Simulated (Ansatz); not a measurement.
**BNH3 (doublet): wave-function methods side by side, def2-QZVPP**

An exercise on one series of results from a longer session: the logs are not shown, and one member is left open.

Method: def2-QZVPP, core rule «outside noble gas», up to 2 orbitals frozen; program: Ansatz 0.2.0, Gaussian basis.

The runs, in order: UHF; ROHF; CCSD(T) on UHF.

2 further runs of the same task are left out: 2 set aside as unsound or not needed.

## The geometry

The geometry is a PBE0/def2-TZVP stationary point (not a proven minimum).

5 atoms, charge 0, spin multiplicity 2.

Atoms are counted from 1 here; the program's logs count them from 0.

Bond lengths: B1–N2 1.329 Å, B1–H3 1.210 Å, B1–H4 1.203 Å, N2–H5 0.999 Å. Angles: N2–B1–H3 118.6°, N2–B1–H4 121.4°, H3–B1–H4 120.0°, B1–N2–H5 163.5°.

The first run:

File in.yaml:

```yaml
crystal:
  periodic: [false, false, false]
  atoms:
    - {symbol: B, position_ang: [0.000000, 0.024631, 0.707241]}
    - {symbol: N, position_ang: [0.000000, -0.043245, -0.619792]}
    - {symbol: H, position_ang: [0.000000, 1.115161, 1.232352]}
    - {symbol: H, position_ang: [0.000000, -0.969115, 1.385961]}
    - {symbol: H, position_ang: [0.000000, 0.190722, -1.591212]}
basis:
  gaussian: {orbitals: "def2-QZVPP.json"}
magnetization: {spin_polarized: true, initial_magnetization: 1}
hamiltonian: {xc: hf}
output: {orbitals: {seedname: orbitals}}
```

Run with:

```sh
ansatz run in.yaml --threads 1 --pin off --events-out ev --progress --plain --max-ram 2393MiB
```

Steps of the session up to this table: UHF; ROHF; CCSD(T) on UHF.

One table of the session follows, with a row left open; its other results are not shown here.

It belongs to the step «Misses and costs». 

```
  method  from UCCSD(T) (kJ/mol)
    ROHF                  +910.9
     UHF                  +894.1
    UMP2                  +103.1
   UCCSD                       ?
UCCSD(T)                       0
```

**Question.** Estimate the row for UCCSD.

The run gave: from UCCSD(T) (kJ/mol): +33.3. In the column «from UCCSD(T) (kJ/mol)» it lies between UCCSD(T) (0) and UMP2 (+103.1).
